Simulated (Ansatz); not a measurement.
# BClFH: the cost of one run

Program: Ansatz 0.2.0 through its Python package. Level of theory: B3LYP/cc-pVDZ. These are calculated values, not measurements.

## 1. Starting point

Bond lengths: F1–B2 1.475 Å, B2–Cl3 1.874 Å, B2–H4 1.170 Å. Angles: F1–B2–Cl3 122.4°, F1–B2–H4 114.0°, Cl3–B2–H4 123.6°.

The script holds or builds the structure itself.

## 2. The code

run_scan.py

```python
'''Potential curve of BClFH along one bond.'''

import ansatz as az
from ase import Atoms
import matplotlib.pyplot as plt
import numpy as np

atoms = Atoms(['F', 'B', 'Cl', 'H'], positions=[
    (1.3983, 0.2669, -0.4519),
    (0.0704, -0.0912, 0.0817),
    (-1.5179, 0.6005, -0.6331),
    (0.1048, -0.8365, 0.983),
])
mol = az.Crystal.molecule_from_ase(atoms)

symbols = [site.symbol for site in mol.cartesian_sites]
start = np.array([site.position_ang for site in mol.cartesian_sites])
axis = (start[3] - start[1]) / np.linalg.norm(start[3] - start[1])
moving = [3]
lengths, energies = [1.03, 1.076, 1.123, 1.17, 1.217, 1.264, 1.31, 1.381], []
for length in lengths:
    xyz = start.copy()
    xyz[moving] += (length - np.linalg.norm(start[3] - start[1])) * axis
    point = az.Crystal.molecule()
    for symbol, place in zip(symbols, xyz):
        point = point.atom(symbol, place.tolist())
    calc = (
        point.calculation()
        .basis(gaussian='cc-pVDZ')  # atom-centred Gaussian functions
        .functional('B3LYP')
    )
    rep = calc.run(threads=1, backend='cpu').report
    energies.append(rep['free_energy_ev'])
    print(f'r = {length:6.3f} A  E = {energies[-1]:.5f} eV  <S^2> = {abs(rep["mean_field"]["state"]["spin_squared"]):.3f}')

# quartic fit about the minimum
fit = np.polynomial.Polynomial.fit(lengths, np.array(energies) - min(energies), 4).convert()
roots = [r.real for r in fit.deriv().roots() if abs(r.imag) < 1e-9 and fit.deriv(2)(r.real) > 0]
r_e = min(roots, key=lambda r: abs(r - lengths[int(np.argmin(energies))]))
print(f'minimum of the fit at {r_e:.4f} A, force constant {fit.deriv(2)(r_e):.2f} eV/A^2')
plt.figure(figsize=(4.5, 3))
plt.plot(lengths, np.array(energies) - min(energies), 'o-')
plt.xlabel('bond length (A)')
plt.ylabel('E - E(min) (eV)')
plt.tight_layout()
plt.savefig('scan.png', dpi=100)
```

## 3. Running it

Run with:

```sh
$ python run_scan.py
```

What time and memory should one allow on 1 thread of Arm Neoverse V1, shared host?

About 7.7 s, with a peak of 0.2 GiB.
